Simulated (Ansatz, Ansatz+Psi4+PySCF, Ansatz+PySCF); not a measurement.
```xyz
11

C    -0.0275    1.4488    0.0000
C     1.1930    0.7283    0.0000
C     1.1842   -0.6837    0.0000
C    -0.0342   -1.3973    0.0000
C    -1.2684   -0.7006    0.0000
C    -1.2041    0.6952    0.0000
H    -0.0374    2.5447    0.0000
H     2.1286    1.2620    0.0000
H     2.1336   -1.2318    0.0000
H    -0.0286   -2.4744    0.0000
H    -2.2224   -1.2400    0.0000
```

Basis set: cc-pVTZ (spherical functions). Frozen core: 6 orbitals. Correlation on ROHF uses semicanonical orbitals with singles. Charge 0, multiplicity 2.

Computed with Ansatz (development build ahead of 0.2.0); each method stands on the lowest determinant of its kind that the runs found.

(1) Give the atomization energy at this shape (free ground-state atoms in the same class of orbitals less the molecule, no zero-point energy) of doublet C₆H₅ by ROHF-MP2, UHF-MP2, ROHF, UHF.

Answers

(1)

| method | atomization energy |
| --- | --- |
| ROHF-MP2 | 5221.9 kJ/mol |
| UHF-MP2 | 5103.9 kJ/mol |
| ROHF | 3939.9 kJ/mol |
| UHF | 3905.3 kJ/mol |

Caution for ROHF-MP2, UHF-MP2: forces differ strongly between restricted and unrestricted references. Caution for UHF-MP2, UHF: the unrestricted determinant is spin contaminated.
